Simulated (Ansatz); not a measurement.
# CH₂OSi: functionals against CCSD(T) at one geometry

Aim: energy, forces and dipole at a structure displaced at random from a GFN2-xTB minimum, from CCSD(T) and from density functionals.

Method: single points in def2-TZVPP; program: Ansatz 0.2.0, Gaussian basis.

Cores are frozen in the correlated methods.

### 1 The system as given

SMILES `C#[Si]O`, 5 atoms, charge 0, spin multiplicity 1.

Atoms are counted from 1 here; the program's logs count them from 0.

Bond lengths: C1–Si2 1.699 Å, C1–H4 1.088 Å, Si2–O3 1.601 Å, O3–H5 0.931 Å. Angles: Si2–C1–H4 116.6°, C1–Si2–O3 165.9°, Si2–O3–H5 134.2°.

Geometry (Å):

```mol
CH2OSi
  3D, bonds by distance, orders not assigned

  5  4  0  0  0  0  0  0  0  0999 V2000
   -0.9773    1.1581    0.7184 C   0  0
    0.0534   -0.0265    0.0690 Si  0  0
    1.2478   -0.8306   -0.6301 O   0  0
   -1.7826    0.8058    1.3597 H   0  0
    1.4307   -1.0905   -1.5054 H   0  0
  1  2  8  0
  1  4  8  0
  2  3  8  0
  3  5  8  0
M  END
```

### 2 CCSD(T)/def2-TZVPP

File run/in.yaml:

```yaml
crystal:
  periodic: [false, false, false]
  atoms:
    - {symbol: C, position_ang: [-0.977300, 1.158100, 0.718400]}
    - {symbol: Si, position_ang: [0.053400, -0.026500, 0.069000]}
    - {symbol: O, position_ang: [1.247800, -0.830600, -0.630100]}
    - {symbol: H, position_ang: [-1.782600, 0.805800, 1.359700]}
    - {symbol: H, position_ang: [1.430700, -1.090500, -1.505400]}
basis:
  gaussian: {orbitals: def2-TZVPP}
correlation: {method: ccsd_t}
output: {forces: true}
```

The command line of these runs was not kept.

### 3 PBE0-D4/def2-TZVPP

Changes to run/in.yaml since step 2:

```diff
@@ -10,3 +10,3 @@
   gaussian: {orbitals: def2-TZVPP}
-correlation: {method: ccsd_t}
-output: {forces: true}
+hamiltonian: {xc: pbe0, dispersion: d4}
+output: {forces: true, orbitals: {seedname: orbitals}}
```

### 4 wB97M-V/def2-TZVPP

Changes to run/in.yaml since step 3:

```diff
@@ -10,3 +10,3 @@
   gaussian: {orbitals: def2-TZVPP}
-hamiltonian: {xc: pbe0, dispersion: d4}
-output: {forces: true, orbitals: {seedname: orbitals}}
+hamiltonian: {xc: {name: wB97M-V}}
+output: {forces: true}
```

### 5 r2SCAN-D4/def2-TZVPP

Changes to run/in.yaml since step 4:

```diff
@@ -10,3 +10,3 @@
   gaussian: {orbitals: def2-TZVPP}
-hamiltonian: {xc: {name: wB97M-V}}
+hamiltonian: {xc: r2scan, dispersion: d4}
 output: {forces: true}
```

### 6 PBE-D4/def2-TZVPP

Changes to run/in.yaml since step 5:

```diff
@@ -10,3 +10,3 @@
   gaussian: {orbitals: def2-TZVPP}
-hamiltonian: {xc: r2scan, dispersion: d4}
+hamiltonian: {xc: pbe, dispersion: d4}
 output: {forces: true}
```

### 7 revPBE-D4/def2-TZVPP

Changes to run/in.yaml since step 6:

```diff
@@ -10,3 +10,3 @@
   gaussian: {orbitals: def2-TZVPP}
-hamiltonian: {xc: pbe, dispersion: d4}
+hamiltonian: {xc: {name: revPBE}, dispersion: d4}
 output: {forces: true}
```

### 8 HSE06-D4/def2-TZVPP

Changes to run/in.yaml since step 7:

```diff
@@ -10,3 +10,3 @@
   gaussian: {orbitals: def2-TZVPP}
-hamiltonian: {xc: {name: revPBE}, dispersion: d4}
+hamiltonian: {xc: hse06, dispersion: d4}
 output: {forces: true}
```

(Steps that only read results are left out.)

Before running it: what results should come out? Wanted: energy less free atoms, CCSD(T)/def2-TZVPP; RMS force component; RMS force error; HOMO and LUMO, PBE0-D4; T1 diagnostic.

As calculated:

| quantity | value |
| --- | --- |
| energy less free atoms, CCSD(T)/def2-TZVPP | -1611.8 kJ/mol |
| RMS force component | 0.794 to 0.984 eV/Å over the methods |
| RMS force error | PBE0-D4 0.267, wB97M-V 0.328, r2SCAN-D4 0.213, PBE-D4 0.254, revPBE-D4 0.247, HSE06-D4 0.258 eV/Å |
| HOMO and LUMO, PBE0-D4 | -6.20 and -2.29 eV |
| T1 diagnostic | 0.022 |

What this shows: Against CCSD(T) the functionals' energies less atoms differ by -108.8 to -24.4 kJ/mol, PBE-D4 by -108.8 kJ/mol. CCSD(T) in triple zeta still lacks some correlation energy of the bonds, so part of these gaps is its own basis error and they don't rank the functionals. The forces of r2SCAN-D4 come nearest to CCSD(T), those of wB97M-V are farthest. Frozen-core CCSD(T) forces in triple zeta carry basis errors of their own, and this is one geometry, so small gaps rank nothing. The restricted Hartree–Fock reference is unstable towards an unrestricted one at one or more of these structures.
